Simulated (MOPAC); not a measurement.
MOPAC input (PM3):

```
PM3 PRECISE GNORM=0.05 LET XYZ CHARGE=1 GEO-OK AUX(PRECISION=9) THREADS=1
C3H4N

C    -0.13468339 1   -1.70254242 1   -0.01346726 1
C     0.62070568 1   -0.59582440 1   -0.00184907 1
C     0.02614069 1    0.67530082 1    0.00522470 1
H    -1.21651456 1   -1.66781317 1   -0.01784364 1
H     0.33619508 1   -2.67690930 1   -0.01882473 1
H     1.70529948 1   -0.60535527 1    0.00272993 1
N    -0.43629138 1    1.72086322 1    0.01115740 1
H    -0.84391818 1    2.64243120 1    0.01638639 1
```

Question: What heat of formation does the run end on?

Answer: 222.49 kcal/mol.
